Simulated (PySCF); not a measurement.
Working out the ionisation energy of Ne

Ne [Ne] (1S) → Ne⁺ [He] 2s2 2p5 (2P). Calculation: PySCF 2.14, in Sapporo-DZP-2012; the spin-free X2C one-electron Hamiltonian (Gaussian nucleus). Frozen: 1s2. Energies in hartree (1 hartree = 27.21139 eV):

```
            part   Ne (lower)  Ne⁺ (upper)
             UHF  -128.608778  -127.887252
CCSD correlation    -0.205551    -0.156990
             (T)    -0.001134    -0.001138
```

Problem. What does Hartree-Fock give?

Solution. (-127.887252) − (-128.608778) = 0.721526 hartree = 19.634 eV.

Problem. What do CCSD and CCSD(T) give?

Solution. The CCSD correlation energies differ by 0.048561 hartree = 1.321 eV and the triples by -0.000004 hartree = 0.000 eV, so CCSD gives 20.955 eV and CCSD(T) 20.955 eV.

Measured between the centres of the two terms (NIST): 21.597 eV, so CCSD(T) (valence) is off by -0.642 eV.

A double-zeta basis recovers only part of the correlation energy.

What remains against the reference includes basis incompleteness, the frozen core and higher excitations.
